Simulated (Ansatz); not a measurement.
# How methods differ on SiH4 (SMILES [H][Si]([H])([H])[H])

SiH4: 5 atoms, total charge 0, spin state singlet. As SMILES, `[H][Si]([H])([H])[H]`. The coordinates come from a GFN2-xTB relaxation.

```xyz
5

Si    0.0001    0.0000    0.0001
H     0.0113   -0.0194    1.4609
H     1.3735    0.0113   -0.4978
H    -0.6966    1.1967   -0.4657
H    -0.6882   -1.1885   -0.4975
```

Quantity: the energy change with the Si1–H4 bond stretched from 1.461 to 1.826 Å, in eV. The values are calculated.

```csv
level,kind,program,value (eV),less FCI/3-21G,CPU time (all runs)
HF/3-21G (restricted),Hartree–Fock,Ansatz,0.67,+0.18,0.18 s
BLYP/3-21G (restricted),GGA,Ansatz,0.52,+0.03,1.1 s
PBE/3-21G (restricted),GGA,Ansatz,0.52,+0.03,1.1 s
r2SCAN0/3-21G (restricted),hybrid meta-GGA,Ansatz,0.62,+0.13,2.3 s
wB97X/3-21G (restricted),range-separated hybrid,Ansatz,0.62,+0.13,4.7 s
B2PLYP/3-21G (restricted),double hybrid,Ansatz,0.60,+0.11,1.5 s
MP2/3-21G (restricted),perturbation theory,Ansatz,0.58,+0.09,0.2 s
CCSDT/3-21G (restricted),coupled cluster or CI,Ansatz,0.49,0.00,0.45 s
FCI/3-21G,exact in the basis,Ansatz,0.49,0.00,16 s
```

FCI/3-21G is exact within its basis and frozen core, so for wave-function methods in that basis the difference is their error; functionals converge differently with the basis, so for them it is only a difference. The first shape isn't each level's own minimum. The values span 0.49 to 0.67 eV. All rows use very small basis sets, so none should be taken for the real molecule's value. In so small a basis fixed costs decide the times, and correlated methods can beat functionals. Times are those of the runs behind each value, whatever else they computed, on shared processors of several kinds: orders of magnitude only.
